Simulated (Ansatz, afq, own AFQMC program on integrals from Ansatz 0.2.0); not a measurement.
# Where AFQMC and coupled cluster stand for CH₂O, singlet

```xyz
4

O     0.0000    0.0000    0.4903
C     0.0000    0.0000   -0.4747
H     0.0000   -0.9400   -1.0627
H     0.0000    0.9400   -1.0627
```

Connectivity, by distances: O–CH2.

Basis cc-pVDZ. Noble-gas cores (and the filled d shells of Ga–Kr and In–Xe) are frozen. AFQMC by an in-house program on the Cholesky factors that Ansatz 0.2.0 writes for its CCSD(T) run. The CISD trial takes its coefficients from CCSD amplitudes. Released means that phaseless walkers are propagated on without the constraint, phases kept. Uncertainties: one standard error, sampling alone.

Determinant: RHF, the one that the program's search chose, which needn't be the lowest solution. The geometry is a point of a scan.

No full CI on the walks' own integrals is used here; CCSDT(Q) serves as the reference and is uncertain by about the last step of the cluster series.

The T1 diagnostic is 0.0099 and the weight of the determinant in the CISD state is 0.912. The size of the correlated space is 12 electrons in 36 orbitals.

Reference: CCSDT(Q), correlation energy -8.613 eV. The released energy is read at 2.40 1/Eh (meV from the phaseless value at times in 1/Eh: -11 ± 11 at 0.24, -40 ± 12 at 0.51, -40 ± 14 at 0.99, -33 ± 14 at 1.62, -49 ± 19 at 2.40).

```
         level  E − E(reference) (meV)  share of correlation (%)
            HF                  8612.9                      0.00
           MP2                   715.9                     91.69
          CCSD                   214.8                     97.51
       CCSD(T)                    25.1                     99.71
         CCSDT                    14.9                     99.83
 ph-AFQMC/CISD             26.7 ± 11.4                     99.69
released AFQMC            -22.3 ± 19.5                    100.26
```

A walk keeps the symmetry of its determinant, which the program's search chose and which needn't be the lowest solution, so a lower state of the same spin and another symmetry isn't excluded. Released energies are given only where the last usable release times agree within the noise; a slower fall can still hide under it.
